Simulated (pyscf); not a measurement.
Concerted two-bond exchange: `[GeH4]` + `[CH2]=[CH2]` → `[GeH2]` [singlet] + `[CH3][CH3]`

Gas phase, singlet surface, charge 0. Bonds broken: Ge1–H2, Ge1–H4. Bonds formed: H2–C7, H4–C6. Optimised with ωB97X-D3(BJ)/def2-SVP in PySCF. MP2 and CC: frozen core, UHF for open shells. ΔMP2 is the change of the MP2 total energy from the triple- to the quadruple-zeta basis.

Transition state (Å):

```xyz
11

Ge    -1.7555    -1.2218     0.1518
H     -1.0097     0.0018     1.1490
H     -0.4893    -1.9888    -0.3636
H     -1.6525     0.2422    -0.7822
H     -2.7562    -2.4278     0.3144
C     -0.7103     1.3852    -0.6079
C     -0.2724     1.2160     0.7213
H     -0.0230     1.1631    -1.4315
H     -1.4590     2.1536    -0.8306
H      0.7498     0.8688     0.9077
H     -0.6870     1.8596     1.5053
```

One imaginary mode, 1627i cm⁻¹; descent along it reached the two sides named, in the forms told below.

```csv
bond,change,reactant side (Å),saddle,product side
Ge1–H2,breaks,1.534,1.746,2.419
Ge1–H4,breaks,1.534,1.740,3.2
H2–C7,forms,3.3,1.484,1.109
H4–C6,forms,3.3,1.491,1.102
```

Electronic energies relative to the separated reactants (kJ/mol):

```csv
level,barrier,reaction energy,reverse barrier
ωB97X-D3(BJ)/def2-TZVP,215.6,+19.4,196.1
PBE/def2-TZVP,155.1,+13.3,141.7
r²SCAN/def2-TZVP,174.3,+27.2,147.0
B3LYP-D3(BJ)/def2-TZVP,189.7,+12.5,177.3
PBE0-D3(BJ)/def2-TZVP,176.3,+12.6,163.6
M06-2X/def2-TZVP,203.6,+8.2,195.4
ωB97M-D3(BJ)/def2-TZVP,213.8,+9.7,204.1
HF/def2-TZVP,330.3,+18.9,311.4
MP2/def2-QZVPP,193.3,+29.2,164.1
CCSD/def2-TZVPP,238.0,+24.5,213.5
CCSD(T)/def2-TZVPP,218.9,+29.6,189.3
CCSD(T)/def2-TZVPP + ΔMP2(QZVPP),213.9,+26.2,187.7
```

With CCSD(T)/def2-TZVPP + ΔMP2(QZVPP) energies and thermal terms (ideal gas, 1 atm, RRHO with modes under 100 cm⁻¹ raised to 100, one conformer, R ln 2 for rigid chiral ones), in kJ/mol:

```tsv
T (K)	ΔH‡	ΔG‡	ΔH	ΔG
298	206.2	243.1	+39.4	+35.8
600	208.7	279.7	+38.0	+32.7
900	212.6	314.4	+36.2	+30.4
1200	216.5	347.7	+34.7	+28.7
```

On the product side the descent ends in a complex (not fully relaxed), 21.4 kJ/mol under the separated species and 217.5 kJ/mol under the saddle at ωB97X-D3(BJ)/def2-TZVP. This is the saddle that the search found; another between the same sides may lie lower. The CCSD(T) − MP2 part came from Ansatz, without density fitting, on the same reference. The frozen core leaves the outer d or s,p core shells of the metals and heavy elements correlated in the MP2 and CC values, and def2-TZVPP describes them poorly, which can shift differences by a few kcal/mol. Elements up to Kr have no core potential and no relativistic terms here.
